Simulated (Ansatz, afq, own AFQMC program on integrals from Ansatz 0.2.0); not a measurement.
Two steps: Ansatz 0.2.0 writes the Fock matrix and Cholesky factors of the valence space, and afq projects on them the lowest state that overlaps trial and start.

```yaml
crystal:
  periodic: [false, false, false]
  atoms:
    - {symbol: F, position_ang: [0.000000, 0.000000, 0.000000]}
basis:
  gaussian: {orbitals: aug-cc-pVTZ}
magnetization: {spin_polarized: true, initial_magnetization: 1}
correlation: {method: ccsd_t, electrons: outside_noble_gas, hamiltonian_folder: ham}
```

```sh
$ ansatz run in.yaml --threads 1 --pin off --events-out ev --progress --plain --max-ram 1382MiB
```

afq runs on the folder ham with

```
--method phaseless --trial hf --walkers 120 --populations 1 --least-time 40 --time-step 0.005 --steps-per-block 20 --equilibration-blocks 112 --max-blocks 600 --target-error 0.0009600 --factor-cut 1e-05 --start spin_pure --seed 8165 --taylor-order 6
```

Times are imaginary, in 1/Eh. The walk had a cap of 1595 s.

Output of the walk:

```
orbitals 45  electrons 4 3  factors 287 of 288
reference energy -99.40687935 Eh
CCSD correlation -0.21657263 Eh in 9 cycles, weight of the determinant in the CISD state 0.9626
energy of the start -99.406985 Eh
 block  time / (1/Eh)  mean weight  energy / Eh
     1     0.100  1.0029  -99.514271
     2     0.200  0.9991  -99.551102
     3     0.300  1.0036  -99.587254
     4     0.400  0.9992  -99.614267
     5     0.500  1.0020  -99.607576
     7     0.700  1.0000  -99.633573
     9     0.900  0.9948  -99.619304
    18     1.800  0.9984  -99.627768
    52     5.200  1.0000  -99.663540
    86     8.600  1.0039  -99.613628
   120    12.000  0.9996  -99.644250
   154    15.400  1.0045  -99.634666
   188    18.800  1.0026  -99.602841
   222    22.200  0.9984  -99.650196
   256    25.600  1.0045  -99.611883
   290    29.000  0.9978  -99.623562
   324    32.400  0.9952  -99.652177
   358    35.800  1.0014  -99.605279
   392    39.200  1.0048  -99.631591
   426    42.600  0.9972  -99.593062
   460    46.000  1.0009  -99.616441
   494    49.400  1.0013  -99.618902
   511    51.100  1.0017  -99.695041
   528    52.800  0.9953  -99.644049
   562    56.200  1.0029  -99.610713
   596    59.600  0.9994  -99.644837
   630    63.000  0.9976  -99.626067
   664    66.400  1.0020  -99.614225
   698    69.800  0.9989  -99.610493
blocks merged  error / Eh  count
     1  0.000708  600
     2  0.000866  300
     4  0.001039  150
     8  0.001230  75
    16  0.001142  37
    32  0.001375  18
    64  0.000973  9
energy -99.624868 +/- 0.001375 Eh
(rows thinned)
```

The run passed its tests (sampling time, drift between the halves within three errors, error under three times the target), which doesn't prove that it has relaxed. The second half of the sampling lies above the first by 2.0 errors of their difference, so the energy may still be moving and its error bar be too small.

Against this walk (error 37.4 meV) on the same determinant: CCSD(T) 80.5 meV lower, CCSDT(Q) 88.7 meV lower, a separate phaseless walk with a CISD trial and standard settings 84.8 ± 38.0 meV lower. The error is statistical and leaves out the bias of the constraint.

Cautions: constraint bias not in the error; error above the target (37.4 against 26.1 meV).

The walk took 4.2 min on 1 thread of Arm Neoverse V2 (shared host). The log's last line is the phaseless energy.

CCSDT and higher add their correlation energy to the determinant of the CCSD(T) run, since their own runs factorise the integrals more tightly (a shift of under 2 meV). A walk keeps the symmetry of its determinant, which the program's search chose and which needn't be the lowest solution, so a lower state of the same spin and another symmetry isn't excluded.
